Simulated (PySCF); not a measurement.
## N2P⁻: script and output

Input:

```python
from pyscf import gto, dft

mol = gto.M(
    atom='P 0 0 0; N 1.5114 0 0; N -1.5114 0 0',
    basis='cc-pvdz-dk',
    charge=-1,
    spin=0,
    verbose=4,
)
mf = dft.RKS(mol, xc='lc_wpbe')
mf = mf.sfx2c1e()
mf.kernel()
mf.dip_moment()
print('orbital energies (hartree):', mf.mo_energy[..., max(0, mol.nelec[1]-3):mol.nelec[0]+3].round(4))
```

```bash
$ OMP_NUM_THREADS=1 python input.py
```

Output (some set-up lines and the per-cycle HOMO/LUMO lines with their warnings removed):

```
PySCF version 2.14.0

[INPUT] verbose = 4
[INPUT] num. atoms = 3
[INPUT] num. electrons = 30
[INPUT] charge = -1
[INPUT] spin (= nelec alpha-beta = 2S) = 0
[INPUT] symmetry False subgroup None
[INPUT] Mole.unit = angstrom
[INPUT] Symbol           X                Y                Z      unit          X                Y                Z       unit  Magmom
[INPUT]  1 P      0.000000000000   0.000000000000   0.000000000000 AA    0.000000000000   0.000000000000   0.000000000000 Bohr   0.0
[INPUT]  2 N      1.511400000000   0.000000000000   0.000000000000 AA    2.856132064668   0.000000000000   0.000000000000 Bohr   0.0
[INPUT]  3 N     -1.511400000000   0.000000000000   0.000000000000 AA   -2.856132064668   0.000000000000   0.000000000000 Bohr   0.0

nuclear repulsion = 82.1040465533545
number of shells = 15
number of NR pGTOs = 93
number of NR cGTOs = 46
basis = cc-pvdz-dk
ecp = {}

******** <class 'pyscf.x2c.sfx2c1e.sfX2C1eRKS'> ********
method = sfX2C1eRKS
initial guess = minao
damping factor = 0
level_shift factor = 0
DIIS = <class 'pyscf.scf.diis.CDIIS'>
diis_start_cycle = 1
diis_space = 8
diis_damp = 0
SCF conv_tol = 1e-09
SCF conv_tol_grad = None
SCF max_cycles = 50
direct_scf = True
direct_scf_tol = 1e-13
XC library pyscf.dft.libxc version 7.0.0
    S. Lehtola, C. Steigemann, M. J.T. Oliveira, and M. A.L. Marques.,  SoftwareX 7, 1–5 (2018)
XC functionals = lc_wpbe
    O. A. Vydrov and G. E. Scuseria.,  J. Chem. Phys. 125, 234109 (2006)
radial grids:
    Treutler-Ahlrichs [JCP 102, 346 (1995); DOI:10.1063/1.469408] (M4) radial grids

becke partition: Becke, JCP 88, 2547 (1988); DOI:10.1063/1.454033
pruning grids: <function nwchem_prune>
grids dens level: 3
symmetrized grids: False
atomic radii adjust function: <function treutler_atomic_radii_adjust>
small_rho_cutoff = 0

******** <class 'pyscf.x2c.sfx2c1e.SpinFreeX2CHelper'> ********
approx = 1e
xuncontract = 1
Set gradient conv threshold to 3.16228e-05
Initial guess from minao.
tot grids = 46984
init E= -451.61269605417
cycle= 1 E= -451.361393619342  delta_E= 0.251  |g|= 0.645  |ddm|= 2.03
cycle= 2 E= -451.339128814695  delta_E= 0.0223  |g|= 0.715  |ddm|= 0.845
cycle= 3 E= -451.455797726644  delta_E= -0.117  |g|= 0.0259  |ddm|= 0.46
cycle= 4 E= -451.45603987757  delta_E= -0.000242  |g|= 0.00572  |ddm|= 0.0423
cycle= 5 E= -451.456064519105  delta_E= -2.46e-05  |g|= 0.00192  |ddm|= 0.0157
cycle= 6 E= -451.456067500968  delta_E= -2.98e-06  |g|= 0.000515  |ddm|= 0.00528
cycle= 7 E= -451.456067838116  delta_E= -3.37e-07  |g|= 6.88e-05  |ddm|= 0.00212
cycle= 8 E= -451.456067841772  delta_E= -3.66e-09  |g|= 1.47e-05  |ddm|= 0.000182
cycle= 9 E= -451.456067841838  delta_E= -6.61e-11  |g|= 1.48e-06  |ddm|= 1.6e-05
Extra cycle  E= -451.456067841838  delta_E= -4.55e-13  |g|= 9.51e-07  |ddm|= 2.62e-06
converged SCF energy = -451.456067841838
Dipole moment(X, Y, Z, Debye):  0.00000,  0.00000,  0.00000
orbital energies (hartree): [-0.1843 -0.1054 -0.1054  0.2842  0.3446  0.3446]
```

In short: E(SCF) = -451.456068 Eh, 9 cycles.

Run time: 4.6 s on 1 thread of Arm Neoverse N1 (shared host).

The basis has no diffuse functions, which an anion needs. The dipole of an ion depends on the origin.
